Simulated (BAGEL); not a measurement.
**C2H4FN (SMILES C/N=C\F): B3LYP/6-311+G(d,p) (density fitting with qzvpp-jkfit)**

What is the energy change on altering one bond length of C2H4FN at B3LYP/6-311+G** (density fitting with qzvpp-jkfit)? 

Program for the calculation: BAGEL 1.2.2.

1 further run of the same task is left out (set aside as unsound or not needed). Runs told in other sessions of the task aren't counted.

## 1. The structure to begin with

C2H4FN: 8 atoms, total charge 0, spin state singlet. SMILES: `C/N=C\F`. The coordinates come from a PBE0-D4/def2-TZVP relaxation.

Bond lengths: C1–N2 1.443 Å, N2–C3 1.239 Å, C3–F4 1.349 Å, C1–H5 1.093 Å, C1–H6 1.092 Å, C1–H7 1.092 Å, C3–H8 1.086 Å. Angles: C1–N2–C3 121.5°, N2–C3–F4 125.3°, N2–C1–H5 114.5°, N2–C1–H6 108.4°, N2–C1–H7 108.4°, N2–C3–H8 124.0°, F4–C3–H8 110.7°, H5–C1–H6 109.1°, H5–C1–H7 109.2°, H6–C1–H7 106.8°.

## 2. The energy at B3LYP/6-311+G(d,p) (density fitting with qzvpp-jkfit)

File input.json:

```json
{ "bagel" : [

{
  "title" : "molecule",
  "basis" : "6-311+gss.json",
  "df_basis" : "qzvpp-jkfit",
  "angstrom" : true,
  "geometry" : [
    { "atom" : "C", "xyz" : [      -0.060700,       0.998200,      -0.273600 ] },
    { "atom" : "N", "xyz" : [       0.554000,      -0.017000,       0.546600 ] },
    { "atom" : "C", "xyz" : [       0.233500,      -1.209300,       0.448500 ] },
    { "atom" : "F", "xyz" : [      -0.692200,      -1.700100,      -0.401300 ] },
    { "atom" : "H", "xyz" : [      -0.798500,       0.620900,      -0.985900 ] },
    { "atom" : "H", "xyz" : [      -0.538000,       1.730000,       0.382300 ] },
    { "atom" : "H", "xyz" : [       0.725800,       1.526500,      -0.816900 ] },
    { "atom" : "H", "xyz" : [       0.668300,      -2.006400,       1.044300 ] }
  ]
},

{ "title" : "ks", "xc_func" : "b3lyp" },

{ "title" : "print", "file" : "orbitals.molden", "orbitals" : true }

]}
```

The basis set 6-311+G** is read from a file made from the Basis Set Exchange's data (not shown).

The run is started by

```
$ BAGEL_NUM_THREADS=1 BAGEL input.json > input.out
```

Standard output:

```text
* using 1 threads per process

  ===============================================================
  ===============================================================

  *** Geometry ***

  { "atom" : "C", "xyz" : [     -0.114706,      1.886325,     -0.517029 ] },
  { "atom" : "N", "xyz" : [      1.046908,     -0.032125,      1.032924 ] },
  { "atom" : "C", "xyz" : [      0.441251,     -2.285246,      0.847542 ] },
  { "atom" : "F", "xyz" : [     -1.308068,     -3.212723,     -0.758347 ] },
  { "atom" : "H", "xyz" : [     -1.508946,      1.173331,     -1.863081 ] },
  { "atom" : "H", "xyz" : [     -1.016673,      3.269226,      0.722442 ] },
  { "atom" : "H", "xyz" : [      1.371563,      2.884667,     -1.543717 ] },
  { "atom" : "H", "xyz" : [      1.262904,     -3.791546,      1.973441 ] },

  Number of auxiliary basis functions:      376

  Since a DF basis is specified, we compute 2- and 3-index integrals:
    o Being stored without compression. Storage requirement is 0.038 GB

  Number of basis functions:      112
  Number of electrons      :       32

    * METHOD: MOLECULE                             0.17

  *** Kohn-Sham DFT ***

    * Removing 13880 points whose weight is below 1.00e-10
    * Grid points: 105368

  === Nuclear Repulsion ===
   118.8715891652

       - DIIS with orbital gradients will be used.

  === KS iteration (b3lyp / 6-311+gss.json) ===
      0       -178.17781206          0.21956518           0.40
      1       -149.52527493          0.17754675           0.39
      2       -183.35090939          0.22576082           0.39
      3       -212.16403356          0.13680224           0.43
      4       -223.03393192          0.12114488           0.44
      5       -232.24356062          0.05251263           0.41
      6       -232.66410363          0.04052560           0.40
      7       -233.22369323          0.01075372           0.40
      8       -233.25568795          0.00562066           0.41
      9       -233.26509974          0.00116409           0.44
     10       -233.26547554          0.00052526           0.41
     11       -233.26556763          0.00005940           0.40
     12       -233.26556883          0.00001425           0.39
     13       -233.26556890          0.00000200           0.39
     14       -233.26556890          0.00000182           0.39
     15       -233.26556891          0.00000020           0.38
     16       -233.26556891          0.00000013           0.38
     17       -233.26556891          0.00000004           0.39
     18       -233.26556891          0.00000001           0.37
    * SCF iteration converged.

    * Permanent dipole moment:
           (    0.058776,    -0.085220,     0.073689) a.u.

    * METHOD: KS                                   8.28

    * METHOD: PRINT                                0.03

  ===============================================================
```

Wall time 8.7 s (1 thread of Arm Neoverse V1, shared host); peak memory 0.53 GiB.

## 3. The distorted shape, same level

File dft.json:

```json
{ "bagel" : [

{
  "title" : "molecule",
  "basis" : "6-311+gss.json",
  "df_basis" : "qzvpp-jkfit",
  "angstrom" : true,
  "geometry" : [
    { "atom" : "C", "xyz" : [      -0.178670,       0.918959,      -0.192109 ] },
    { "atom" : "N", "xyz" : [       0.436030,      -0.096241,       0.628091 ] },
    { "atom" : "C", "xyz" : [       0.115530,      -1.288541,       0.529991 ] },
    { "atom" : "F", "xyz" : [      -0.810170,      -1.779341,      -0.319809 ] },
    { "atom" : "H", "xyz" : [      -0.916470,       0.541659,      -0.904409 ] },
    { "atom" : "H", "xyz" : [      -0.655970,       1.650759,       0.463791 ] },
    { "atom" : "H", "xyz" : [       0.725800,       1.526500,      -0.816900 ] },
    { "atom" : "H", "xyz" : [       0.550330,      -2.085641,       1.125791 ] }
  ]
},

{
  "title" : "ks",
  "xc_func" : "b3lyp"
},

{
  "title" : "print",
  "file" : "orbitals.molden",
  "orbitals" : true
}

]}
```

The basis set 6-311+G** is read from a file made from the Basis Set Exchange's data (not shown).

The run is started by

```
$ BAGEL_NUM_THREADS=1 BAGEL dft.json > dft.out
```

Standard output:

```text
* using 1 threads per process

  ===============================================================
  ===============================================================

  *** Geometry ***

  { "atom" : "C", "xyz" : [     -0.337637,      1.736581,     -0.363033 ] },
  { "atom" : "N", "xyz" : [      0.823977,     -0.181869,      1.186920 ] },
  { "atom" : "C", "xyz" : [      0.218320,     -2.434990,      1.001538 ] },
  { "atom" : "F", "xyz" : [     -1.530999,     -3.362467,     -0.604351 ] },
  { "atom" : "H", "xyz" : [     -1.731877,      1.023587,     -1.709085 ] },
  { "atom" : "H", "xyz" : [     -1.239604,      3.119482,      0.876438 ] },
  { "atom" : "H", "xyz" : [      1.371563,      2.884667,     -1.543717 ] },
  { "atom" : "H", "xyz" : [      1.039973,     -3.941290,      2.127437 ] },

  Number of auxiliary basis functions:      376

  Since a DF basis is specified, we compute 2- and 3-index integrals:
    o Being stored without compression. Storage requirement is 0.038 GB

  Number of basis functions:      112
  Number of electrons      :       32

    * METHOD: MOLECULE                             0.17

  *** Kohn-Sham DFT ***

    * Removing 13652 points whose weight is below 1.00e-10
    * Grid points: 105596

  === Nuclear Repulsion ===
   118.2552541468

       - DIIS with orbital gradients will be used.

  === KS iteration (b3lyp / 6-311+gss.json) ===
      0       -178.36883144          0.21915827           0.36
      1       -150.89716550          0.17561455           0.36
      2       -184.41569363          0.22345718           0.36
      3       -212.50041635          0.13608513           0.37
      4       -222.99414510          0.12093738           0.37
      5       -232.19983659          0.05308739           0.37
      6       -232.47727066          0.04519625           0.37
      7       -233.20399360          0.01156523           0.37
      8       -233.24860510          0.00408017           0.37
      9       -233.25315364          0.00144353           0.37
     10       -233.25380898          0.00013214           0.36
     11       -233.25381414          0.00006116           0.36
     12       -233.25381467          0.00004912           0.36
     13       -233.25381552          0.00000732           0.36
     14       -233.25381553          0.00000156           0.37
     15       -233.25381553          0.00000051           0.37
     16       -233.25381553          0.00000011           0.37
     17       -233.25381553          0.00000002           0.37
     18       -233.25381553          0.00000001           0.37
     19       -233.25381553          0.00000000           0.37
    * SCF iteration converged.

    * Permanent dipole moment:
           (    0.082731,    -0.050071,     0.047153) a.u.

    * METHOD: KS                                   7.97

    * METHOD: PRINT                                0.03

  ===============================================================
```

It took 8.4 s on 1 thread of Arm Neoverse V1, shared host; peak memory 0.53 GiB.

## 4. Summary of results

At B3LYP/6-311+G** (density fitting with qzvpp-jkfit):

| quantity | value |
| --- | --- |
| first shape: total energy | -233.26557 Eh |
| first shape: dipole moment | 0.32 D |
| first shape: HOMO energy | -7.90 eV |
| first shape: LUMO energy | -0.32 eV |
| first shape: HOMO–LUMO gap | 7.58 eV |
| distorted shape: total energy | -233.25382 Eh |
| distorted shape: dipole moment | 0.27 D |
| distorted shape: HOMO energy | -7.92 eV |
| distorted shape: LUMO energy | -0.44 eV |
| distorted shape: HOMO–LUMO gap | 7.48 eV |
| energy change with the C1–H7 bond stretched from 1.092 to 1.256 Å | 0.320 eV |

In words: With the C1–H7 bond stretched from 1.092 to 1.256 Å the energy rises by 0.32 eV (30.9 kJ/mol). The first shape isn't relaxed at this level, so the change isn't measured from a minimum.
